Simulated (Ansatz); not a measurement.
**singlet SF(-): levels of theory in one basis**

```yaml
atoms:
  - { symbol: S, position_ang: [0.0000, 0.0000, -0.8716] }
  - { symbol: F, position_ang: [0.0000, 0.0000, 0.8716] }
```

Basis set: def2-SVP (spherical functions). Left uncorrelated: 6 orbitals. Charge -1, multiplicity 1.

Computed with Ansatz (development build ahead of 0.2.0); each method stands on the lowest determinant of its kind that the runs found.

| method | E − E(RHF) (eV) | <S²> of the determinant |
| --- | --- | --- |
| RHF | 0.00 | – |
| RHF-MP2 | -8.32 | – |

What does RHF-CCSD(T) give on the same scale?

-8.95 eV.

Caution: no diffuse functions for an anion.
